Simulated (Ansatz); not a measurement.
Born–Oppenheimer molecular dynamics of H6OSi2 (9 atoms, charge 0, multiplicity 1). It starts from a relaxed structure.

Method: Ansatz 0.2.0, RKS PBE-D4/6-31G*.

| Item | Value |
| --- | --- |
| ensemble | NVT, Langevin thermostat |
| time step | 0.5 fs |
| steps asked | 166 |
| set temperature | 300 K |
| friction | 0.01 /fs |
| masses | H 10 u |
| seed | 842566 |

Frames 1 fs apart, positions in Å, forces in eV/Å.

Velocities at 70 fs (Å/ps):

```
Si -1.28 1.36 -0.72
Si 2.30 2.35 -2.58
H 0.85 -5.86 -5.46
H -8.89 -3.17 -0.72
H -0.30 5.24 1.72
H 6.24 -5.63 8.95
O 8.74 -2.61 -4.44
H 2.88 -4.98 -0.12
H -1.46 4.00 -2.94
```

```xyz
9
Properties=species:S:1:pos:R:3:forces:R:3 time_fs=70 energy_less_start_eV=0.142 T=277
Si 0.210 -0.053 -0.125 0.37 -1.11 0.52
Si -0.078 0.003 2.218 -1.23 0.91 0.18
H -1.617 -0.119 2.483 0.81 -0.03 -0.23
H 0.554 -1.052 3.024 0.35 -0.43 0.23
H 0.240 1.368 2.836 0.09 -0.42 -0.24
H 1.651 0.097 -0.557 -0.27 -0.05 0.02
O -0.642 1.167 -0.822 -0.81 1.09 -0.51
H -1.615 1.102 -0.703 0.33 0.06 -0.04
H -0.407 -1.361 -0.592 0.36 -0.03 0.06
9
Properties=species:S:1:pos:R:3:forces:R:3 time_fs=71 energy_less_start_eV=0.155 T=283
Si 0.209 -0.052 -0.125 0.56 -1.21 0.55
Si -0.076 0.005 2.215 -1.27 0.93 0.23
H -1.616 -0.124 2.478 0.81 0.00 -0.23
H 0.545 -1.055 3.022 0.37 -0.42 0.22
H 0.240 1.372 2.838 0.08 -0.46 -0.26
H 1.658 0.091 -0.547 -0.33 -0.05 0.02
O -0.634 1.165 -0.827 -1.11 1.19 -0.53
H -1.611 1.097 -0.703 0.54 0.09 -0.08
H -0.408 -1.357 -0.595 0.35 -0.06 0.07
9
Properties=species:S:1:pos:R:3:forces:R:3 time_fs=72 energy_less_start_eV=0.166 T=292
Si 0.208 -0.051 -0.125 0.74 -1.29 0.57
Si -0.075 0.008 2.212 -1.28 0.91 0.28
H -1.614 -0.130 2.472 0.79 0.03 -0.22
H 0.536 -1.058 3.021 0.38 -0.40 0.21
H 0.240 1.376 2.838 0.07 -0.50 -0.27
H 1.665 0.084 -0.537 -0.40 -0.05 0.02
O -0.627 1.164 -0.832 -1.33 1.26 -0.55
H -1.607 1.092 -0.704 0.68 0.13 -0.12
H -0.409 -1.353 -0.599 0.34 -0.08 0.08
9
Properties=species:S:1:pos:R:3:forces:R:3 time_fs=73 energy_less_start_eV=0.172 T=307
Si 0.207 -0.051 -0.124 0.90 -1.31 0.57
Si -0.075 0.011 2.210 -1.24 0.88 0.32
H -1.610 -0.136 2.465 0.74 0.05 -0.20
H 0.528 -1.062 3.020 0.38 -0.37 0.18
H 0.240 1.381 2.839 0.06 -0.53 -0.28
H 1.672 0.078 -0.526 -0.46 -0.05 0.03
O -0.620 1.163 -0.839 -1.47 1.28 -0.54
H -1.602 1.087 -0.705 0.77 0.16 -0.16
H -0.410 -1.349 -0.603 0.32 -0.11 0.08
9
Properties=species:S:1:pos:R:3:forces:R:3 time_fs=74 energy_less_start_eV=0.173 T=298
Si 0.206 -0.050 -0.124 1.03 -1.31 0.55
Si -0.076 0.014 2.208 -1.18 0.79 0.38
H -1.607 -0.142 2.459 0.69 0.07 -0.19
H 0.520 -1.068 3.020 0.36 -0.29 0.13
H 0.241 1.384 2.839 0.05 -0.55 -0.28
H 1.679 0.071 -0.515 -0.53 -0.04 0.02
O -0.615 1.164 -0.845 -1.50 1.28 -0.53
H -1.595 1.082 -0.707 0.78 0.19 -0.18
H -0.411 -1.345 -0.607 0.31 -0.14 0.09
9
Properties=species:S:1:pos:R:3:forces:R:3 time_fs=75 energy_less_start_eV=0.170 T=297
Si 0.205 -0.050 -0.123 1.11 -1.28 0.52
Si -0.077 0.018 2.207 -1.11 0.67 0.43
H -1.604 -0.147 2.453 0.63 0.10 -0.17
H 0.514 -1.075 3.019 0.33 -0.20 0.07
H 0.242 1.386 2.837 0.04 -0.55 -0.27
H 1.684 0.064 -0.503 -0.58 -0.04 0.02
O -0.610 1.166 -0.851 -1.41 1.24 -0.51
H -1.588 1.077 -0.710 0.68 0.21 -0.19
H -0.411 -1.341 -0.612 0.29 -0.16 0.09
9
Properties=species:S:1:pos:R:3:forces:R:3 time_fs=76 energy_less_start_eV=0.165 T=300
Si 0.205 -0.050 -0.123 1.14 -1.21 0.49
Si -0.079 0.022 2.206 -1.05 0.53 0.47
H -1.602 -0.152 2.447 0.58 0.12 -0.15
H 0.507 -1.082 3.019 0.30 -0.10 0.01
H 0.242 1.388 2.836 0.04 -0.53 -0.26
H 1.689 0.059 -0.491 -0.60 -0.03 0.00
O -0.606 1.168 -0.858 -1.23 1.18 -0.47
H -1.580 1.072 -0.713 0.53 0.23 -0.19
H -0.411 -1.337 -0.618 0.28 -0.18 0.10
9
Properties=species:S:1:pos:R:3:forces:R:3 time_fs=77 energy_less_start_eV=0.158 T=347
Si 0.205 -0.050 -0.122 1.14 -1.09 0.43
Si -0.081 0.027 2.205 -0.98 0.34 0.51
H -1.600 -0.158 2.440 0.54 0.15 -0.13
H 0.502 -1.089 3.018 0.26 0.01 -0.07
H 0.243 1.389 2.833 0.04 -0.49 -0.23
H 1.693 0.054 -0.480 -0.61 -0.03 -0.01
O -0.602 1.170 -0.867 -1.03 1.08 -0.42
H -1.571 1.068 -0.717 0.38 0.24 -0.19
H -0.411 -1.333 -0.623 0.27 -0.21 0.11
9
Properties=species:S:1:pos:R:3:forces:R:3 time_fs=78 energy_less_start_eV=0.151 T=366
Si 0.205 -0.050 -0.121 1.09 -0.95 0.35
Si -0.083 0.033 2.205 -0.90 0.13 0.52
H -1.597 -0.165 2.433 0.47 0.18 -0.11
H 0.496 -1.097 3.018 0.23 0.13 -0.13
H 0.245 1.389 2.830 0.04 -0.42 -0.19
H 1.696 0.050 -0.468 -0.61 -0.03 -0.03
O -0.599 1.173 -0.875 -0.73 0.96 -0.35
H -1.562 1.065 -0.722 0.15 0.24 -0.17
H -0.412 -1.328 -0.629 0.26 -0.23 0.12
9
Properties=species:S:1:pos:R:3:forces:R:3 time_fs=79 energy_less_start_eV=0.147 T=392
Si 0.206 -0.051 -0.120 1.03 -0.76 0.26
Si -0.086 0.038 2.205 -0.81 -0.11 0.52
H -1.594 -0.172 2.426 0.39 0.20 -0.08
H 0.491 -1.105 3.017 0.19 0.25 -0.21
H 0.246 1.388 2.826 0.05 -0.34 -0.14
H 1.700 0.045 -0.456 -0.62 -0.03 -0.04
O -0.596 1.177 -0.884 -0.36 0.82 -0.27
H -1.552 1.064 -0.726 -0.13 0.23 -0.15
H -0.414 -1.323 -0.633 0.25 -0.26 0.12
9
Properties=species:S:1:pos:R:3:forces:R:3 time_fs=80 energy_less_start_eV=0.149 T=397
Si 0.207 -0.052 -0.118 0.96 -0.57 0.16
Si -0.089 0.044 2.205 -0.69 -0.35 0.53
H -1.589 -0.179 2.419 0.29 0.23 -0.06
H 0.486 -1.114 3.018 0.15 0.37 -0.28
H 0.249 1.386 2.822 0.05 -0.26 -0.09
H 1.703 0.040 -0.444 -0.62 -0.02 -0.06
O -0.593 1.182 -0.893 0.00 0.66 -0.19
H -1.543 1.061 -0.731 -0.39 0.22 -0.13
H -0.415 -1.319 -0.638 0.25 -0.28 0.13
9
Properties=species:S:1:pos:R:3:forces:R:3 time_fs=81 energy_less_start_eV=0.155 T=357
Si 0.208 -0.053 -0.117 0.87 -0.39 0.06
Si -0.092 0.050 2.205 -0.57 -0.59 0.52
H -1.584 -0.185 2.412 0.19 0.25 -0.03
H 0.481 -1.121 3.018 0.11 0.49 -0.36
H 0.252 1.385 2.818 0.06 -0.16 -0.04
H 1.706 0.035 -0.433 -0.60 -0.02 -0.08
O -0.590 1.187 -0.902 0.30 0.51 -0.10
H -1.534 1.058 -0.735 -0.60 0.21 -0.11
H -0.416 -1.316 -0.642 0.24 -0.30 0.13
```

Of the whole run (83 fs, mean temperature of the second half 260 K): The mean temperature of the second half is 13 % below the set value. A run of 0.083 ps of so small a system gives no equilibrium averages.

Run time: 5.8 min on 1 thread of AMD EPYC 7R43 64-Core Processor (Zen 3), with other jobs on the host, peak memory 0.14 GiB.
